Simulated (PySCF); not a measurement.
## Dipole moment and polarisability of sulfuryl chloride

Species: sulfuryl chloride, Cl2O2S.
SMILES with atom numbers: `[O:1]=[S:2](=[O:3])([Cl:4])[Cl:5]`

Geometry (GFN2-xTB, Å), atoms numbered from 1 in this order:
```
atom  x, y, z in Å
O1     0.0029   -0.9712   -1.2097
S2    -0.0036   -0.2368    0.0031
O3    -0.0399   -0.9036    1.2539
Cl4    1.5989    1.0245   -0.0031
Cl5   -1.5497    1.0900   -0.0614
```

Level: CAM-B3LYP/def2-SVPD (PySCF), static field, nuclei fixed, core orbitals frozen in the response. The polarisability tensor in these axes (au):

```
x   67.46 -0.21  0.36
y   -0.21 56.71 -0.24
z    0.36 -0.24 48.15
```

Task: Diagonalise the tensor; give its mean and Δα, where Δα² is half the sum of the squared differences of the eigenvalues.

Result: Principal values 48.14, 56.71 and 67.47 au; mean 57.44 au = 8.51 Å³ = 9.47 × 10⁻⁴⁰ C²·m²/J; Δα = 16.78 au (29 % of the mean).

Task: What is the dipole moment, and where does it point?

Result: (0.04, 1.92, -0.05) D, 1.93 D in size, pointing from the negative to the positive side. Measured along this direction, the outermost atoms are O1 and O3 at the negative end and Cl5 and Cl4 at the positive end.

Task: Estimate the molar refractivity from the static electronic polarisability.

Result: Lorentz–Lorenz: R = (4π/3)N_A α = 2.5225 cm³/(mol·Å³) × 8.51 Å³ = 21.5 cm³/mol, in the limit of long wavelengths.

Task: Sum over states: ᾱ = Σ f/ω², ω in Eh. What share falls to these 8 lowest TDDFT singlets (eV, f)? 4.98, 0.0000; 5.00, 0.0002; 5.03, 0.0024; 6.22, 0.0038; 6.57, 0.0001; 6.64, 0.2119; 6.76, 0.0000; 7.11, 0.0370.

Result: They add up to 4.26 au, 7.4 % of the 57.44 au; the largest single term is 3.56 au, from the state at 6.64 eV. Terms in order: 0.00, 0.01, 0.07, 0.07, 0.00, 3.56, 0.00, 0.54 au. Higher excitations give the rest. The strengths listed sum to 0.255.

Task: How large is μ²/3kT at 350 K beside α?

Result: In Gaussian units μ²/3kT = 25.57 Å³ against 8.51 Å³, a ratio of 3.00; the Debye molar polarisation (4π/3)N_A(α + μ²/3kT) is 86.0 cm³/mol, leaving out the vibrational part.

Task: Refractivity n − 1 of an ideal gas of it at 400 K and 1 atm, from the electronic α?

Result: N = p/kT = 1.8347 × 10¹⁹ cm⁻³, so n − 1 = 2π × N × 8.51 × 10⁻²⁴ cm³ = 981 × 10⁻⁶ at long wavelengths, for an ideal gas.

Geometry: GFN2-xTB; no solvent, vibrations or thermal averaging.
